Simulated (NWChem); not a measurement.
Species: nitrogen trifluoride (NF$_{3}$); SMILES FN(F)F

Results from NWChem. Pople sets run with spherical d functions. The geometry was optimised at B3LYP/6-31G* (spherical d). Ions are spin-unrestricted doublets at the neutral geometry; other ion states weren't tried.

| level | vertical ionisation energy, ΔSCF (eV) | −ε(HOMO) (eV) | ΔSCF minus −ε(HOMO) (eV) |
|---|---|---|---|
| B3LYP/6-31G* | 13.14 | 9.51 | 3.63 |
| PBE/6-31G* | 12.57 | 7.78 | 4.79 |
| BHandHLYP/6-31G* | 13.56 | 11.85 | 1.71 |
| r2SCAN/6-31G* | 12.97 | 8.42 | 4.55 |
| LRC-wPBEh/6-31G* | (withheld) | (withheld) | (withheld) |

Complete the blanks.


- LRC-wPBEh/6-31G*, vertical ionisation energy, ΔSCF (eV): 13.20
- LRC-wPBEh/6-31G*, −ε(HOMO) (eV): 11.74
- LRC-wPBEh/6-31G*, ΔSCF minus −ε(HOMO) (eV): 1.46
